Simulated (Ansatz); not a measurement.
in.yaml

```yaml
crystal:
  periodic: [false, false, false]
  atoms:
    - {symbol: C, position_ang: [-1.170638, 0.000000, 0.000000]}
    - {symbol: H, position_ang: [-1.533844, 1.027301, 0.000000]}
    - {symbol: H, position_ang: [-1.533844, -0.513650, 0.889668]}
    - {symbol: H, position_ang: [-1.533844, -0.513650, -0.889669]}
    - {symbol: H, position_ang: [0.100362, 0.000000, 0.000000]}
    - {symbol: O, position_ang: [1.162362, 0.000000, 0.000000]}
basis:
  gaussian: {orbitals: 6-31G}
magnetization: {spin_polarized: false, initial_magnetization: 2}
hamiltonian: {pseudopotentials: {relativity: scalar}}
correlation: {method: sc_nevpt2, electrons: valence, active_space: {window: {electrons: 10, orbitals: 6}}}
accuracy: high
```

```sh
$ ansatz run in.yaml --threads 1 --pin off --events-out ev --progress --plain --max-ram 2393MiB
```

Output:

```
585 factors; integrals over basis functions are off by at most 3.4e-9 eV
mean field evaluation 1: about -3126.2505 eV, gradient 1.5e1 eV
mean field evaluation 2: about -3126.2490 eV, gradient 1.5e1 eV
mean field evaluation 4: about -3127.3462 eV, gradient 2.6e0 eV
mean field evaluation 8: about -3127.3739 eV, gradient 3.3e-3 eV
mean field evaluation 16: about -3126.7109 eV, gradient 8.5e0 eV
mean field evaluation 32: about -3127.0137 eV, gradient 6.3e0 eV
mean field evaluation 64: about -3127.3739 eV, gradient 1.5e-7 eV
mean field evaluation 96: about -3127.3739 eV, gradient 1.4e-4 eV
mean field evaluation 128: about -3125.4808 eV, gradient 2.5e0 eV
mean field -3127.37386101 eV, -114.9288695818 hartree, gradient 2.4e-8 eV, S^2 2.000000; 6 other end points of the search recorded, 0 dependent functions left out
reference -3127.37386101 eV, -114.9288695818 hartree; 10, 8 occupied and 16, 18 virtual orbitals, 585 factors
state -3127.37653598 eV, -114.9289678853 hartree
state -3127.37653598 eV, -114.9289678853 hartree; corrected -3132.15187357 eV, -115.1044583050 hartree
WARN: 2 active orbitals are nearly empty or full. The corrections depend on them more than the energy does, and are more stable in an active space without them
Total energy: -3132.15187357 eV, -115.1044583050 hartree
Relativity: scalar
```

Natural occupations: 2.0000 2.0000 1.9998 1.9998 1.0002 1.0002.

Ran on 1 thread of Arm Neoverse V1, shared host: 1.6 s wall, 0.17 GiB peak host memory.
